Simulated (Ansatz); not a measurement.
Several solutions for singlet CH2

```xyz
3

C     0.0000    0.0000    0.0000
H     1.0352    0.0000    0.8383
H    -1.0352    0.0000    0.8383
```

Basis set: 6-31G (spherical functions). Charge 0, multiplicity 1.

PBE0 (unrestricted) was run from several starts with Ansatz (development build ahead of 0.2.0).

| run | program | start | converged | energy (hartree) | <S²> |
| --- | --- | --- | --- | --- | --- |
| A | Ansatz | stability test followed | yes | -39.03216 | 0.60 |
| B | Ansatz | atomic start, no search | yes | -39.02207 | 0.00 |
| C | Ansatz | search for the lowest state | yes | -39.03216 | 0.60 |

(1) Which runs reached the lowest solution of this kind, and what is wrong with the others?

Answers

(1) A, C reached the lowest solution found. Converged but too high: B by 0.27 eV. Convergence only shows a stationary point, and even a stable one can lie too high; stability tests and further starts are what find lower ones. Caution: another spin multiplicity may lie lower. Caution: the unrestricted determinant is spin contaminated.
